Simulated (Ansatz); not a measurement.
**How far each method lies from RCCSDT(Q) for SbH$_{4}$⁻, singlet**

Geometry: displaced at random from a stationary point.

```xyz
5

Sb    0.0240    0.0000    0.0013
H    -0.3293   -0.0162   -1.9546
H    -1.0209    1.3678   -0.0524
H    -1.1237   -1.3443   -0.0226
H    -0.4265   -0.0035    1.8706
```

Basis def2-SVPD with its core potentials; Ansatz 0.2.0. Only valence electrons are correlated (noble-gas cores and the filled d shells of p-block atoms frozen), which leaves 10 electrons in 55 orbitals. R marks a restricted (for open shells ROHF) determinant. Active spaces: valence = (10e, 8o) chosen from the atoms' valence shells. No spin–orbit coupling is included; scalar relativity enters through the core potentials alone.

Full CI isn't at hand for all of this; RCCSDT(Q) serves as the reference, and is uncertain by about the last step of the cluster series.

* UHF ⟨S²⟩: 0.000
* T1 diagnostic (RCCSD): 0.0144
* largest doubles amplitude (RCCSD): 0.045

From what is known of these methods and the diagnostics, rank them by the size of their error in total energy against RCCSDT(Q) in def2-SVPD, smallest first (an estimate: the text doesn't fix the numbers).
A. RCCSD
B. CISD
C. MRCISD (valence space)
D. RCCSD(T)
E. RMP2

D (3.2 kJ/mol), A (16.9 kJ/mol), C (29.8 kJ/mol), B (53.7 kJ/mol), E (109.6 kJ/mol).

All errors are against RCCSDT(Q) in def2-SVPD. Within each family the higher level lies nearer, as is usual though not guaranteed.

Natural occupations of CASSCF (valence space) about the gap: 1.998 1.996 1.977 1.968 1.959 0.041 0.034 0.028; effectively unpaired electrons, Σ n²(2−n)², 0.03.
